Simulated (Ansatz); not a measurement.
Results of LDA in Ansatz (PAW) for bcc Nb.

A relaxed, unreconstructed slab of the (100) face has 8 atoms, two equal faces of 10.552 Å² each and an energy of -35537.1858 eV. A bulk cell of 2 atoms with the same orientation and in-plane k mesh has -8885.1974 eV. Energies are extrapolated to zero smearing.

Settings: plane-wave cutoff 500 eV, 18×18×1 k mesh (along the axes of the cell as run), Fermi–Dirac smearing 0.1 eV, scalar-relativistic PAW data made under PBE.

Worked out: γ = (E_slab − N E_bulk per atom)/2A = [-35537.1858 − 8 × (-8885.1974/2)]/(2 × 10.552) = 0.1708 eV/Å². With 16.022 J/m² per eV/Å² this is 2.74 J/m², or 1.80 eV per surface cell and face.

Ansatz is a program for electronic structure.
